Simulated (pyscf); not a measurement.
# Routes from water (H₂O) + O=AsH

Candidate steps break at most two bonds and form at most two. Each was searched with GFN2-xTB (tblite) first. Optimised with ωB97X-D3(BJ)/def2-SVP in PySCF. Energies: ωB97M-D3(BJ)/def2-TZVP, eV, from the separated reactants, singlet surface; ΔG‡ with ideal gas, 1 atm, RRHO with modes under 100 cm⁻¹ raised to 100, one conformer, R ln 2 for chiral ones without a mode under 150 cm⁻¹.

```tsv
products	type	ΔE‡	ΔE	ΔG‡ 298 K	ΔG‡ 900 K	ν‡ (cm⁻¹)
HO–AsH–OH	addition across a multiple bond or ene-type step	-0.09	-1.91	0.35	1.30	1191i
O=As–OH + H₂	four-centre exchange	0.83	-0.82	1.20	2.11	1582i
```

Row 1: On the reactant side the descent ends in a bound adduct, 0.47 eV under the separated species and 0.33 eV under the saddle at ωB97X-D3(BJ)/def2-TZVP. Row 2: On the reactant side the descent ends in a bound adduct, 0.47 eV under the separated species and 1.26 eV under the saddle at ωB97X-D3(BJ)/def2-TZVP. 

Plain bond fissions and candidates not yet searched are not listed, and one of them may be faster. Each barrier is that of the saddle found; lower ones may exist. Elements up to Kr have no core potential and no relativistic terms here.
